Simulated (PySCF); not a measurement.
## Name the molecule from its bond curve

A diatomic of charge +1 contains S. Its triplet curve at PBE0 in a double-zeta basis (no relativity, PySCF), in eV from the separated fragments:

R (Å), E (eV) and a bar:
```
    2.503     -0.424 ##############################
    2.619     -0.531 #############
    2.735     -0.586 ####
    2.823     -0.605 #
    2.910     -0.609 
    2.997     -0.603 #
    3.114     -0.584 ####
    3.259     -0.550 ##########
    3.434     -0.501 #################
    3.667     -0.434 ############################
```

The fit gives ωe = 169 cm⁻¹ and the rotational constant Bₑ = 0.1502 cm⁻¹.

Problem. Which atom is the partner?

Solution. The minimum lies at 2.897 Å, so the reduced mass is 16.8576 u Å² cm⁻¹/(Bₑ·Re²) = 13.37 u. With S at 31.97 u the partner weighs about 23.0 u: Na. The molecule is NaS⁺.

The state was picked by a PBE0 search and need not be the measured ground state.
